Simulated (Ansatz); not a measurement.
## SnH$_{2}$⁺, doublet in def2-TZVP: errors against full CI

Geometry: a point of a breathe scan, not a stationary point.

```
atom   x (Å)   y (Å)    z (Å)
  Sn  0.0000  0.0000   0.0000
   H  0.0000  0.0000  -2.1636
   H  0.0000  0.0000   2.1636
```

Basis def2-TZVP with its core potentials; Ansatz 0.2.0. Correlated methods freeze the noble-gas cores and the filled d shells of p-block atoms, which leaves 5 electrons in 53 orbitals. Prefix R: restricted or restricted open-shell reference. Active spaces: pair = (3e, 3o) about the gap; valence = (5e, 6o) chosen from the atoms' valence shells. No spin–orbit coupling is included; scalar relativity enters through the core potentials alone.

Full CI is exact within this basis and frozen core; it isn't the basis-set limit.

Coupled cluster chose its determinant by trial CCSD, here up to 0.14 eV above the lowest Hartree–Fock solution of its kind, and MP2 stands on that determinant too.

The UHF ⟨S²⟩ is 0.942. The T1 diagnostic (RCCSD) is 0.0528 and the largest doubles amplitude (RCCSD) is 0.175.

From what is known of these methods and the diagnostics, rank them by the size of their error in total energy against full CI in def2-TZVP, smallest first (an estimate: the text doesn't fix the numbers).
A. CASSCF (pair space)
B. RCCSD(T)
C. RMP2
D. RCCSDT(Q)
E. NEVPT2 (valence space)

D (0.01 kcal/mol), B (0.46 kcal/mol), E (6.12 kcal/mol), C (17.52 kcal/mol), A (41.33 kcal/mol).

All errors are against full CI in def2-TZVP. With T1 at 0.053 and a doubles amplitude of 0.18 one determinant is a poor start. Within each family the higher level lies nearer, as is usual though not guaranteed.

The full-CI state has the irrep Ag of D2h, in the program's axes (one component, if the state is degenerate).

Natural occupations of full CI about the gap: 1.930 1.884 0.989 0.090 0.033 0.033 0.007 0.007 0.006 0.005; effectively unpaired electrons, Σ n²(2−n)², 1.10.
